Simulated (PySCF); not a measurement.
An element was calculated at r2SCAN (PySCF 2.14, spin-free X2C, a quadruple-zeta basis, no spin-orbit coupling), in the ground configurations that NIST lists.

| Property | Result |
| --- | --- |
| electron affinity | 1.485 eV |
| first ionisation energy | 11.661 eV |
| second ionisation energy | 25.008 eV |
| third ionisation energy | 46.640 eV |

Problem. Which element is it?

Solution. Carbon (C, Z = 6), in x2c-QZVPPall with one added diffuse shell each of s, p, d, f type. NIST lists 11.260, 24.383, 47.888 eV for these ionisation energies.
